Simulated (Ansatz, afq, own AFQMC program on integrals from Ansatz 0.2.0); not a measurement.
Two steps: Ansatz 0.2.0 writes the Fock matrix and Cholesky factors of the valence space, and afq projects on them the lowest state that overlaps trial and start.

```yaml
crystal:
  periodic: [false, false, false]
  atoms:
    - {symbol: P, position_ang: [0.000000, 0.000000, 0.000000]}
    - {symbol: Ga, position_ang: [0.000000, 0.000000, 2.129300]}
basis:
  gaussian: {orbitals: aug-cc-pVDZ}
magnetization: {spin_polarized: false}
correlation: {method: ccsd_t, electrons: outside_noble_gas, hamiltonian_folder: ham}
```

```sh
$ ansatz run in.yaml --threads 1 --pin off --events-out ev --progress --plain --max-ram 1382MiB
```

Options of the walk:

```
--method phaseless --trial hf --walkers 120 --populations 1 --least-time 40 --time-step 0.005 --steps-per-block 20 --equilibration-blocks 112 --max-blocks 600 --target-error 0.00102 --factor-cut 1e-05 --seed 5842 --taylor-order 6
```

Times are imaginary, in 1/Eh. The walk had a cap of 707 s. Filled inner d shells are frozen with the cores.

```
orbitals 44  electrons 4 4  factors 332 of 690
reference energy -2263.84550550 Eh
CCSD correlation -0.20023157 Eh in 15 cycles, weight of the determinant in the CISD state 0.7985
energy of the start -2263.845506 Eh
 block  time / (1/Eh)  mean weight  energy / Eh
     1     0.100  0.9989  -2263.871679
     2     0.200  1.0005  -2263.893208
     3     0.300  1.0020  -2263.908512
     4     0.400  1.0003  -2263.921565
     5     0.500  1.0016  -2263.937591
     7     0.700  1.0016  -2263.956134
     9     0.900  1.0007  -2263.970787
    18     1.800  1.0002  -2264.008302
    52     5.200  1.0004  -2264.038712
    86     8.600  1.0001  -2264.039188
   120    12.000  1.0015  -2264.049831
   154    15.400  1.0001  -2264.054392
   188    18.800  0.9999  -2264.041261
   222    22.200  0.9991  -2264.043726
   256    25.600  0.9997  -2264.085945
   290    29.000  1.0001  -2264.044857
   324    32.400  1.0008  -2264.036330
   358    35.800  0.9985  -2264.037378
   375    37.500  0.9996  -2264.105913
   392    39.200  1.0017  -2264.078788
   426    42.600  1.0002  -2264.068488
   460    46.000  1.0005  -2264.072286
   494    49.400  0.9995  -2264.048531
   528    52.800  0.9996  -2264.064591
   562    56.200  1.0006  -2264.095276
   596    59.600  1.0001  -2264.057977
   630    63.000  1.0011  -2264.040934
   664    66.400  0.9993  -2264.076379
   681    68.100  0.9996  -2264.016715
   698    69.800  1.0004  -2264.040222
blocks merged  error / Eh  count
     1  0.001011  600
     2  0.001327  300
     4  0.001748  150
     8  0.002317  75
    16  0.002965  37
    32  0.003806  18
    64  0.004149  9
energy -2264.059407 +/- 0.003806 Eh
(rows thinned)
```

(1) Estimate how long the walk took on 1 thread of Intel(R) Xeon(R) Platinum 8488C (Sapphire Rapids), on a shared host.

The run failed at least one of its tests; the cautions name the faults.

Against this walk (error 103.6 meV) on the same determinant: CCSD(T) 27.1 meV lower (within the noise), CCSDT(Q) 111.0 meV lower (within the noise). The error is statistical and leaves out the bias of the constraint. None of these is a sure reference here.

Cautions: constraint bias not in the error; error not settled; error above the target (103.6 against 27.8 meV); no relativity below Rb; no spin-orbit coupling; inner d shell frozen; another spin lies lower; restricted determinant unstable towards unrestricted (UHF 1.65 eV lower, ⟨S²⟩ 1.06); the search met a lower determinant of the same kind, perhaps of another symmetry (202 meV lower), and this one is a saddle point; strong correlation (T1 0.046, weight of the determinant 0.80, largest double 0.14); (T) is large, 7 % of the CCSD correlation; CCSDT(Q) on the UHF determinant differs (466 meV lower), perhaps since the unrestricted series falls towards higher spin; the bias of populations of 120 walkers isn't removed.

Results:

(1) 2.8 min of wall time.

CCSDT and higher add their correlation energy to the determinant of the CCSD(T) run, since their own runs factorise the integrals more tightly (a shift of under 2 meV). A walk keeps the symmetry of its determinant, which the program's search chose and which needn't be the lowest solution, so a lower state of the same spin and another symmetry isn't excluded.
